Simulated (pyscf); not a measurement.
PySCF, gas phase, ωB97X-D3(BJ)/def2-SVP geometries.

Problem. For the elementary gas-phase step F–Mo(F)(F)(F)(F)–SH → F–Mo(F)(F)(F)=S + HF (singlet surface; H–S, F–Mo broken, F–H formed), what barrier and reaction energy does ωB97M-D3(BJ)/def2-TZVP give, measured from the reactant's lowest minimum found?

Solution. ΔE‡ = 18.3 kcal/mol, ΔE = -13.3 kcal/mol. Zero-point energy shifts the barrier by -1.9 kcal/mol. It is an elimination, with an imaginary mode of 1111i cm⁻¹. On the product side the descent ends in a complex (not fully relaxed), 4.1 kcal/mol under the separated species and 34.1 kcal/mol under the saddle at ωB97X-D3(BJ)/def2-TZVP. One saddle was located; it need not be the lowest between these sides. Elements past Kr carry the def2 core potentials, without spin-orbit coupling.
